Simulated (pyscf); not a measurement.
Four-centre exchange: HO–AsH–OH + silane (SiH₄) → HO–As(OH)–SiH₃ + hydrogen (H₂)

Gas phase, singlet surface, charge 0. Bonds broken: As2–H5, Si7–H8. Bonds formed: As2–Si7, H5–H8. Single points on ωB97X-D3(BJ)/def2-SVP structures (PySCF, gas phase).

Transition state (Å):

```xyz
11

O      0.6719     0.9117    -1.3912
As     0.1297    -0.4791    -0.3354
O      0.1617     0.6619     1.0390
H      0.8228     0.6341    -2.3040
H      0.7328    -1.7117     0.7151
H      0.5466     1.4760     0.6830
Si    -2.0014    -1.4487     0.7586
H     -0.2411    -1.7704     1.1494
H     -2.3443    -1.6275     2.2021
H     -2.3454    -2.6882    -0.0015
H     -2.8739    -0.3353     0.2784
```

One imaginary mode, 1271i cm⁻¹; descent along it reached the two sides named.

```tsv
bond	change	reactant side (Å)	saddle	product side
As2–H5	breaks	1.529	1.728	3.1
Si7–H8	breaks	1.492	1.832	3.4
As2–Si7	forms	3.6	2.584	2.358
H5–H8	forms	3.4	1.068	0.761
```

Electronic energies relative to the separated reactants (eV):

```tsv
level	barrier	reaction energy	reverse barrier
ωB97X-D3(BJ)/def2-TZVP	2.13	-0.03	2.15
PBE/def2-TZVP	1.70	+0.06	1.64
r²SCAN/def2-TZVP	1.83	+0.07	1.76
B3LYP-D3(BJ)/def2-TZVP	2.08	+0.10	1.97
PBE0-D3(BJ)/def2-TZVP	1.88	+0.08	1.80
M06-2X/def2-TZVP	2.19	+0.11	2.08
ωB97M-D3(BJ)/def2-TZVP	2.24	+0.18	2.06
HF/def2-TZVP	3.44	+0.49	2.96
```

With ωB97M-D3(BJ)/def2-TZVP energies and thermal terms (ideal gas, 1 atm, RRHO with modes under 100 cm⁻¹ raised to 100, one conformer, R ln 2 for rigid chiral ones), in eV:

```
T (K)   ΔH‡   ΔG‡     ΔH     ΔG
-----  ----  ----  -----  -----
298    2.17  2.60  +0.12  +0.19
600    2.20  3.03  +0.19  +0.22
900    2.25  3.43  +0.24  +0.23
1200   2.28  3.82  +0.26  +0.22
```

The same reactants have a lower exit, to HO–SiH₃ + HO–AsH₂ (barrier +1.60 eV at ωB97M-D3(BJ), against +2.24 eV here). HO–As(OH)–SiH₃ lies 0.78 eV over its isomer HO–SiH₂–AsH–OH, and others may lie lower still (electronic energy, ωB97M-D3(BJ)). One saddle was located; it need not be the lowest between these sides. Elements up to Kr have no core potential and no relativistic terms here.
